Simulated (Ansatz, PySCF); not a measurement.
Species: dimethylamine, C$_{2}$H$_{7}$N (charge 0, singlet). 
Geometry from a B3LYP-D3(BJ)/def2-TZVP (Ansatz, a quantum-chemistry and plane-wave program) optimisation:
SMILES: CNC
```xyz
10

C     -0.0183    -0.2257     1.2115
N     -0.0165     0.5806     0.0024
C     -0.0428    -0.2163    -1.2126
H      0.7946    -0.9698     1.2537
H      0.0610     0.4203     2.0868
H     -0.9638    -0.7689     1.2836
H      0.7920     1.1896    -0.0034
H      0.7690    -0.9601    -1.2770
H      0.0189     0.4364    -2.0843
H     -0.9897    -0.7590    -1.2698
```
Charge 0, spin multiplicity 1.

Total electronic energies in hartree. Cores are frozen in the correlated levels unless marked. Spin-orbit coupling is left out. No relativistic terms. CBS marks a two-point X^-3 extrapolation of the correlation energy; Hartree-Fock from the larger set. [CCSD(T)-MP2]/basis is that difference in the basis named.

| level | program | energy (Eh) |
|---|---|---|
| HF-D4/def2-TZVPD | PySCF + dftd4 | -134.31393 |
| BLYP-D3(BJ)/def2-TZVPD | Ansatz + dftd3 | -135.15331 |
| BLYP/def2-TZVPD | Ansatz | -135.14269 |
| BHLYP-D4/def2-TZVPD | Ansatz + dftd4 | -135.13133 |
| BHLYP/def2-TZVPD | Ansatz | -135.12670 |
| r2SCANh/def2-TZVPD | Ansatz | -135.12128 |
| B2PLYP/def2-TZVPD | Ansatz | -135.08395 |
| MP2/cc-pVDZ | Ansatz | -134.71843 |
| MP2/cc-pVTZ | Ansatz | -134.86930 |
| RI-MP2/cc-pVQZ | Ansatz | -134.91594 |
| CCSD/aug-cc-pVTZ | Ansatz | -134.91476 |
| CCSD(T)/6-31G | Ansatz | -134.51598 |
| CCSD(T)/cc-pVDZ | Ansatz | -134.77584 |
| CCSD(T)/cc-pwCVTZ | Ansatz | -134.93384 |
| RI-MP2/CBS(aug-cc-pVTZ,aug-cc-pVQZ)+[CCSD(T)-MP2]/aug-cc-pVTZ | Ansatz | -135.0012 |

Totals of different functionals don't rank their quality; only differences between species are comparable.
